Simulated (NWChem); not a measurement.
**C2H2S (ethenethione) at 5 levels**

Aim: a comparison of 5 runs (HF/STO-3G, HF/3-21G, M06-2X/def2-TZVP, B3LYP/6-31G*) of C2H2S (ethenethione). 

Program for the calculation: NWChem 7.3.0.

**1. Starting point**

C2H2S has 5 atoms, charge 0, and is taken as a singlet. As SMILES, `C=C=S`. The shape is that of a PBE0-D4/def2-TZVP optimisation.

Bond lengths: C1–C2 1.303 Å, C2–S3 1.551 Å, C1–H4 1.084 Å, C1–H5 1.084 Å. Angles: C1–C2–S3 180.0°, C2–C1–H4 120.5°, C2–C1–H5 120.5°, H4–C1–H5 118.9°.

**2. Energy and gradient at HF/STO-3G (run 1)**

Input file input.nw:

```
start input
title "C2H2S"
memory total 2200 mb

geometry noautosym nocenter noautoz
  C      0.548210    -0.249340     0.104130
  C     -0.620590     0.282310    -0.117960
  S     -2.011740     0.915010    -0.382210
  H      1.399960     0.016540    -0.510810
  H      0.684170    -0.964520     0.906870
end

basis spherical bse
  C library STO-3G
  S library STO-3G
  H library STO-3G
end

scf
  thresh 1e-08
  maxiter 80
end

task scf gradient
```

Command:

```bash
nwchem input.nw > input.out
```

Standard output:

```text
[...]
  functions       =    21
[...]
  wavefunction    = RHF
[...]
         Total SCF energy =   -469.047400798484
      One-electron energy =   -806.740422542974
      Two-electron energy =    258.519583340648
 Nuclear repulsion energy =     79.173438403842
        Time for solution =      0.5s
[...]
                         RHF ENERGY GRADIENTS
    atom               coordinates                        gradient
                 x          y          z           x          y          z
   1 C       1.035967  -0.471184   0.196777    0.011980  -0.005440   0.002259
   2 C      -1.172745   0.533489  -0.222912    0.005727  -0.002604   0.001089
   3 S      -3.801637   1.729118  -0.722272   -0.016225   0.007378  -0.003080
   4 H       2.645541   0.031256  -0.965291    0.000995   0.002711  -0.003570
   5 H       1.292894  -1.822679   1.713736   -0.002476  -0.002044   0.003302
[...]
```

Run time: 1.1 s. Hardware: 1 thread of Intel Xeon 6975P-C (Granite Rapids), shared host; peak memory 0.1 GiB.

**3. Energy and forces at HF/3-21G (run 2)**

Input file c2h2s.nw:

```
start c2h2s
title "C2H2S gradient"
memory stack 880 mb heap 220 mb global 1100 mb
charge 0

geometry noautosym nocenter noautoz
 C        0.548210      -0.249340       0.104130
 C       -0.620590       0.282310      -0.117960
 S       -2.011740       0.915010      -0.382210
 H        1.399960       0.016540      -0.510810
 H        0.684170      -0.964520       0.906870
end

basis spherical bse
 C library 3-21G
 S library 3-21G
 H library 3-21G
end

scf
 thresh 1e-08
 maxiter 80
 print low
end

task scf gradient
```

Command:

```bash
nwchem c2h2s.nw > c2h2s.out
```

Standard output:

```text
[...]
  functions       =    35
[...]
  wavefunction    = RHF
[...]
         Total SCF energy =   -471.972089928426
      One-electron energy =   -806.473281528298
      Two-electron energy =    255.327753196030
 Nuclear repulsion energy =     79.173438403842
        Time for solution =      0.7s
[...]
                         RHF ENERGY GRADIENTS
    atom               coordinates                        gradient
                 x          y          z           x          y          z
   1 C       1.035967  -0.471184   0.196777    0.013156  -0.005978   0.002486
   2 C      -1.172745   0.533489  -0.222912   -0.064894   0.029517  -0.012327
   3 S      -3.801637   1.729118  -0.722272    0.044381  -0.020187   0.008432
   4 H       2.645541   0.031256  -0.965291    0.006319   0.001941  -0.004522
   5 H       1.292894  -1.822679   1.713736    0.001038  -0.005292   0.005931
 Task  times  cpu:        0.8s     wall:        0.8s
 Total times  cpu:        0.8s     wall:        0.8s
```

It took 1.4 s on 1 thread of Intel Xeon 6975P-C (Granite Rapids), shared host; peak memory 0.1 GiB.

Runs 3 to 4 aren't shown in full; the table further down has their settings and results.

**4. Energy and forces at B3LYP/6-31G(d) (Cartesian functions) (run 5)**

Input file run.py:

```python
from ase import Atoms
from ase.calculators.nwchem import NWChem

mol = Atoms('CCSHH', positions=[
    [0.548210, -0.249340, 0.104130],
    [-0.620590, 0.282310, -0.117960],
    [-2.011740, 0.915010, -0.382210],
    [1.399960, 0.016540, -0.510810],
    [0.684170, -0.964520, 0.906870],
])

calc = NWChem(
    label='run',
    theory='dft',
    memory='2200 mb',
    basis='6-31G*',
    dft={'xc': 'b3lyp', 'mult': '1', 'grid': 'xfine', 'convergence': 'energy 1e-08', 'iterations': '100', 'mulliken': None},
)
mol.calc = calc

forces = mol.get_forces()
e = mol.get_potential_energy()
print(f"E = {e:.6f} eV")
print("forces (eV/A):")
for s, f in zip(mol.symbols, forces):
    print(f"{s:2s} {f[0]:10.5f} {f[1]:10.5f} {f[2]:10.5f}")
print("dipole (e A):", mol.get_dipole_moment().round(4))
```

Command:

```bash
export ASE_NWCHEM_COMMAND="nwchem PREFIX.nwi > PREFIX.nwo"
python run.py
```

Standard output:

```text
E = -12940.466408 eV
forces (eV/A):
C     0.31213   -0.14228    0.05986
C     0.35831   -0.16301    0.06803
S    -0.83767    0.38109   -0.15920
H     0.10881   -0.00334   -0.03430
H     0.05842   -0.07245    0.06561
dipole (e A): [ 0.2438 -0.1109  0.0463]
```

The calculator wrote run.nwi:

```
title "run"

permanent_dir run

scratch_dir run

start run

geometry units angstrom nocenter noautosym noautoz
  C  5.4820999999999998e-01 -2.4934000000000001e-01 1.0413000000000000e-01
  C  -6.2058999999999997e-01 2.8231000000000001e-01 -1.1796000000000000e-01
  S  -2.0117400000000001e+00 9.1500999999999999e-01 -3.8220999999999999e-01
  H  1.3999600000000001e+00 1.6539999999999999e-02 -5.1080999999999999e-01
  H  6.8416999999999994e-01 -9.6452000000000004e-01 9.0686999999999995e-01
end

memory 2200 mb

basis noprint
   * library 6-31G*
end

dft
  xc b3lyp
  mult 1
  grid xfine
  convergence energy 1e-08
  iterations 100
  mulliken
end

task dft gradient
```

run.nwo:

```text
Northwest Computational Chemistry Package (NWChem) 7.3.0
             --------------------------------------------------------

           Job information
           ---------------

    nwchem branch   = 7.3.0
    use scalapack   = T
    input           = run.nwi
    prefix          = run.
    data base       = run/run.db
    status          = startup
    nproc           =        1

           Memory information
           ------------------

[... 5 lines left out ...]
    hardfail = no
[... 95 lines left out ...]
  convergence criterion.
[... 42 lines left out ...]
          Spatial weights used:  Erf1
[... 32 lines left out ...]
 1-e energy   =    -808.202684
[... 53 lines left out ...]
           Coulomb energy =      292.548699704856
[... 442 lines left out ...]
          Convergence on density requested:  1.00D-05
[... 28 lines left out ...]
          total energy or number of iterations.
[... 36 lines left out ...]
                 ----------------------------------------
                 |  Time  |  1-e(secs)   |  2-e(secs)   |
                 ----------------------------------------
                 |  CPU   |       0.00   |       0.81   |
                 ----------------------------------------
                 |  WALL  |       0.00   |       0.81   |
                 ----------------------------------------

 Task  times  cpu:       13.1s     wall:       13.1s
 Total times  cpu:       13.1s     wall:       13.1s
```

It took 14 s on 1 thread of Intel Xeon 6975P-C (Granite Rapids), shared host; peak memory 0.13 GiB.

**5. Overview of the runs**

| run | level | iteration cap | module | energy (Eh) | dipole moment (D) | HOMO energy (eV) | LUMO energy (eV) | wall time |
| --- | --- | --- | --- | --- | --- | --- | --- | --- |
| 1 | HF/STO-3G | 80 | scf | -469.047401 | 0.36 | -6.08 | 5.83 | 1.1 s |
| 2 | HF/3-21G | 80 | scf | -471.972090 | – | – | – | 1.4 s |
| 3 | M06-2X/def2-TZVP | 100 | dft | -475.541556 | – | – | – | 35 s |
| 4 | B3LYP/6-31G* (spherical functions) | 100 | dft | -475.548856 | 1.31 | -6.18 | -2.11 | 13 s |
| 5 | B3LYP/6-31G* (Cartesian functions) | 100 | dft | -475.553373 | 1.31 | -6.18 | -2.11 | 14 s |

**6. Results**

```
                       quantity          value
            run 5: total energy  -475.55337 Eh
           run 5: dipole moment         1.31 D
             run 5: HOMO energy       -6.18 eV
             run 5: LUMO energy       -2.11 eV
           run 5: HOMO–LUMO gap        4.07 eV
run 5: largest force on an atom     0.934 eV/Å
```

**Reading.** Over runs 1, 4, 5 the dipole moment (its size) runs from 0.36 D (HF/STO-3G) to 1.31 D (B3LYP/6-31G*). The two ends differ in method and basis. Over runs 1, 4, 5 the HOMO–LUMO gap runs from 4.07 eV (B3LYP/6-31G*) to 11.92 eV (HF/STO-3G). Totals of different functionals can't be ranked against each other. In run 1 the basis is minimal, so the values are rough. All runs together took 65 s, the longest 35 s.
